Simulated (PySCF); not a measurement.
# BFH2 (BH2F): the cost of one run

Programs: PySCF 2.14.0, with density-fitted response routines of our own. Each step states its level of theory. These are calculated values for one molecule, in the gas phase or a continuum, unless marked as measured. Atoms count from 0, in the outputs and in this text.

**1. Starting geometry**

4 atoms, charge 0, multiplicity 1; geometry from: GFN2-xTB. The atoms were then displaced at random by about 0.01 Å, so the start is not that level's minimum.

Bonds of the start (Å): B0–F1 1.28, B0–H2 1.21, B0–H3 1.14.

**2. Geometry optimisation at PBE0-D3(BJ)/def2-SVP**

Job settings and geometry (Å):

```
{"job": {"xc": "PBE0", "basis": "def2-SVP", "d3": "d3bj", "grid": 1, "shake": 0.01, "kind": "geom"}, "charge": 0, "multiplicity": 1}
B     -0.033420    -0.016110     0.018610
F      1.231030    -0.185570    -0.032490
H     -0.493480     0.975520    -0.503460
H     -0.666130    -0.799210     0.557490
```

On the command line:

```console
$ OMP_NUM_THREADS=1 python probes_run.py task.json out
```

The driver reads the jobs from task.json and runs them one after another.

Q: Estimate the wall time and peak memory of this first job on 1 thread of Intel Xeon Platinum 8259CL at 2.50GHz, shared host.

About 3.7 s, with a peak of 0.24 GiB.
